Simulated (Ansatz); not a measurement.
Coupled-cluster run, C$_{5}$H$_{10}$O (`CC1(C)COC1`).

```yaml
crystal:
  periodic: [false, false, false]
  atoms:
    - {symbol: C, position_ang: [-0.657917, -1.115784, 0.862751]}
    - {symbol: C, position_ang: [0.034038, -0.046190, 0.043905]}
    - {symbol: C, position_ang: [1.533599, -0.059095, 0.255262]}
    - {symbol: C, position_ang: [-0.406551, 0.022055, -1.430261]}
    - {symbol: O, position_ang: [-0.980491, 1.322603, -1.257889]}
    - {symbol: C, position_ang: [-0.614483, 1.348291, 0.126280]}
    - {symbol: H, position_ang: [-0.292997, -2.111304, 0.593349]}
    - {symbol: H, position_ang: [-1.738863, -1.098372, 0.703766]}
    - {symbol: H, position_ang: [-0.471382, -0.971833, 1.931061]}
    - {symbol: H, position_ang: [2.023574, 0.715586, -0.339570]}
    - {symbol: H, position_ang: [1.960230, -1.024967, -0.030885]}
    - {symbol: H, position_ang: [1.781512, 0.114962, 1.306474]}
    - {symbol: H, position_ang: [0.407155, 0.028982, -2.164444]}
    - {symbol: H, position_ang: [-1.156554, -0.718428, -1.731014]}
    - {symbol: H, position_ang: [-1.491872, 1.420366, 0.779170]}
    - {symbol: H, position_ang: [0.071004, 2.173117, 0.352024]}
basis:
  gaussian: {orbitals: def2-TZVPP}
correlation: {method: ccsd_t}
output: {orbitals: {seedname: orbitals}}
```

```sh
$ ansatz run in.yaml --threads 2 --pin off --events-out ev --progress --plain --max-ram 32768MiB --backend cuda --devices 0, --max-vram 18GiB
```

Output of Ansatz, abridged:

```
Functional definition: HF
1920 factors; integrals over basis functions are off by at most 1.0e-3 eV
mean field evaluation 1: about -7344.6265 eV, gradient 4.1e1 eV
mean field evaluation 2: about -7344.9522 eV, gradient 4.1e1 eV
mean field evaluation 4: about -7349.4082 eV, gradient 5.3e0 eV
mean field evaluation 8: about -7349.4828 eV, gradient 3.0e-1 eV
mean field -7349.48308277 eV, -270.0885216333 hartree, gradient 1.3e-6 eV, S^2 0.000000; 0 other end points of the search recorded, 0 dependent functions left out
6 core orbitals not correlated: weight in the atoms' cores, before any rotation towards them, 1.000 or more for the frozen orbitals, at most 0.000 for the correlated occupied ones
reference -7349.48308277 eV, -270.0885216333 hartree; 18, 18 occupied and 302, 302 virtual orbitals, 1920 factors
second order -29.80805273 eV of doubles, -0.00000000 eV of singles
cycle   1  -30.33827397 eV  change   -5.3e-1 eV  update   1.1e-1
cycle   2  -31.04565732 eV  change   -7.1e-1 eV  update   3.0e-2
cycle   3  -31.18312444 eV  change   -1.4e-1 eV  update   1.4e-2
cycle   4  -31.17715407 eV  change    6.0e-3 eV  update   3.0e-3
cycle   5  -31.17765499 eV  change   -5.0e-4 eV  update   1.3e-3
cycle   6  -31.17851296 eV  change   -8.6e-4 eV  update   3.9e-4
cycle   7  -31.17839295 eV  change    1.2e-4 eV  update   1.8e-4
cycle   8  -31.17835126 eV  change    4.2e-5 eV  update   6.1e-5
cycle   9  -31.17836354 eV  change   -1.2e-5 eV  update   2.2e-5
perturbative correction -1.26612100 eV, -0.0465290884 hartree
Total energy: -7381.92756731 eV, -271.2808344483 hartree
```

Hardware: 2 threads of an AMD EPYC 7R13 on a shared host and a share of an NVIDIA H100 80 GB. Wall time 8 s, peak host memory 0.83 GiB.

Correlation energy per correlated electron: -0.901 eV. T1 diagnostic: 0.0098.
